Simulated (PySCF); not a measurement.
## How far each method lies from full CI for SiN⁺, singlet

Geometry: a PBE0/def2-TZVP stationary point for this spin. The triplet lies 0.1 eV lower here.

```xyz
2

Si    0.0000    0.0000    0.0000
N     0.0000    0.0000    1.5576
```

Basis 6-31G; PySCF 2.14.0. Only valence electrons are correlated (noble-gas cores frozen), which leaves 8 electrons in 16 orbitals. R marks a restricted (for open shells ROHF) determinant, U an unrestricted one.

Full CI is exact within this basis and frozen core; it isn't the basis-set limit. The frozen core follows each run's orbitals, which can shift R against U totals by a few meV.

Unrestricted rows (U) aren't spin-pure: their determinants' ⟨S²⟩ exceeds S(S+1) by up to 1.18, so they mix in states of higher spin. HF rows: UHF is the lowest solution found. The determinant for coupled cluster was chosen by a search with trial CCSD, here up to 0.20 eV above the lowest Hartree–Fock solution of its kind, and MP2 stands on that determinant too.

The UCCSDT run on the same determinant didn't converge, so the U series isn't shown to close on full CI's state.

```
UHF ⟨S²⟩                          : 1.182
T1 diagnostic (ROHF- or RHF-based CCSD)             : 0.1189
largest doubles amplitude (ROHF- or RHF-based CCSD) : 0.238
```

| level | E − E(full CI) (kcal/mol) | share of correlation (%) | wall time |
| --- | --- | --- | --- |
| UHF | 97.68 | 33.96 | – |
| RMP2 | 38.96 | 73.66 | – |
| UMP2 | 35.64 | 75.90 | – |
| RCCSD | 11.35 | 92.33 | – |
| UCCSD | 6.76 | 95.43 | – |
| RCCSD(T) | -0.82 | 100.56 | 0.29 s |
| UCCSD(T) | -0.40 | 100.27 | 0.51 s |
| RCCSDT | 1.13 | 99.24 | – |
| RCCSDT(Q) | -1.56 | 101.05 | 1.6 s |

The correlation energy at full CI, counted from the determinant under the R cluster runs, is -6.414 eV. Full CI, over all symmetries tried, took 3.5 min on 1 thread of Intel Xeon Platinum 8259CL, shared host; the state has 828,944 determinants.

Run but not shown, since their state, orbitals or frozen core can't be matched to the reference's or they repeat it: RHF.

Times are those of the correlated step on a shared host, with one SCF added for the restricted CCSD run; they ran on 1 thread of Intel Xeon Platinum 8259CL.

Not variational, and here over 5 meV under the exact energy: RCCSD(T), UCCSD(T), RCCSDT(Q).

The full-CI state has the irrep A1 of C2v, in the program's axes (one component, if the state is degenerate).

Natural occupations of full CI about the gap: 1.979 1.861 1.861 1.710 0.289 0.129 0.129 0.019 0.007 0.007; effectively unpaired electrons, Σ n²(2−n)², 0.74.
